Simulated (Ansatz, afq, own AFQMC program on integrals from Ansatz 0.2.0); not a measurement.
**Where AFQMC and coupled cluster stand for NH$_{3}$, singlet**

```xyz
4

N     0.0163    0.0283   -0.0796
H     0.9545    0.0414    0.3008
H    -0.4666    0.8366    0.2925
H    -0.7146   -1.2717    0.5133
```

Basis 6-31G. Only valence electrons are correlated. AFQMC by an in-house program on the Cholesky factors that Ansatz 0.2.0 writes for its CCSD(T) run. ph-AFQMC/CISD is guided by a CISD state made of CCSD amplitudes; releasing the constraint for a short imaginary time cuts its bias at the price of noise, slowly where states lie close. Uncertainties: one standard error, sampling alone.

Determinant: UHF, the one that the program's search chose, which needn't be the lowest solution. The geometry is a point of a scan.

Full CI on the same integrals is exact in this basis and with this determinant's frozen core.

Cautions: higher spins were not checked; an unrestricted solution with more broken spin lies lower (218 meV, ⟨S²⟩ 0.42), while this determinant keeps restricted orbitals.

The T1 diagnostic is 0.0145. The weight of the determinant in the CISD state is 0.906 and the ⟨S²⟩ of the determinant is 0.000. The size of the correlated space is 8 electrons in 14 orbitals.

Reference: full CI, correlation energy -4.307 eV. The released energy is read at 2.40 1/Eh (meV from the phaseless value at times in 1/Eh: -2 ± 3 at 0.24, -2 ± 3 at 0.51, -2.7 ± 2.3 at 0.99, -4 ± 3 at 1.62, -2.6 ± 2.4 at 2.40).

```json
{"level": "HF", "E − E(reference) (meV)": "4306.9", "share of correlation (%)": "0.00"}
{"level": "MP2", "E − E(reference) (meV)": "673.5", "share of correlation (%)": "84.36"}
{"level": "CCSD", "E − E(reference) (meV)": "105.6", "share of correlation (%)": "97.55"}
{"level": "CCSD(T)", "E − E(reference) (meV)": "17.7", "share of correlation (%)": "99.59"}
{"level": "CCSDT", "E − E(reference) (meV)": "12.8", "share of correlation (%)": "99.70"}
{"level": "CCSDT(Q)", "E − E(reference) (meV)": "-0.1", "share of correlation (%)": "100.00"}
{"level": "CCSDTQ", "E − E(reference) (meV)": "1.1", "share of correlation (%)": "99.97"}
{"level": "ph-AFQMC/HF", "E − E(reference) (meV)": "82.9 ± 45.0", "share of correlation (%)": "98.07"}
{"level": "ph-AFQMC/CISD", "E − E(reference) (meV)": "4.5 ± 4.2", "share of correlation (%)": "99.90"}
{"level": "released AFQMC", "E − E(reference) (meV)": "1.9 ± 2.4", "share of correlation (%)": "99.96"}
```

CCSDT and higher add their correlation energy to the determinant of the CCSD(T) run, since their own runs factorise the integrals more tightly (a shift of under 2 meV). A walk keeps the symmetry of its determinant, which the program's search chose and which needn't be the lowest solution, so a lower state of the same spin and another symmetry isn't excluded. Released energies are given only where the last usable release times agree within the noise; a slower fall can still hide under it.
